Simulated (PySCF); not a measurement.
# `Cc1cnc[nH]1` (C4H6N2): proton affinities at several levels

Non-hydrogen atoms are numbered in `[CH3:1][c:2]1[cH:3][n:4][cH:5][nH:6]1`.

All levels share the PBE0-D3(BJ)/def2-SVP structures and the GFN2-xTB thermal terms; only the single-point energies (PySCF) change. Values are proton affinities (298 K, kJ/mol).

| level | N4 | N6 |
| --- | --- | --- |
| PBE0-D3(BJ)/6-31+G* | 966 | 754 |
| PBE0-D3(BJ)/pcseg-1 | 969 | 746 |
| PBE0-D3(BJ)/def2-SV(P) | 970 | 740 |
| BP86-D3(BJ)/def2-TZVP | 973 | 765 |
| PBE0-D3(BJ)/6-311+G** | 974 | 760 |
| PBE0-D3(BJ)/def2-TZVP | 978 | 763 |
| LC-ωPBE/def2-TZVP | 982 | 761 |
| PBE0-D3(BJ)/6-31G* | 983 | 768 |
| B97-2/def2-TZVP | 985 | 772 |
| PBE0-D3(BJ)/def2-SVP | 987 | 755 |

The widest spread is that of N6: 32 kJ/mol, from 740 to 772.
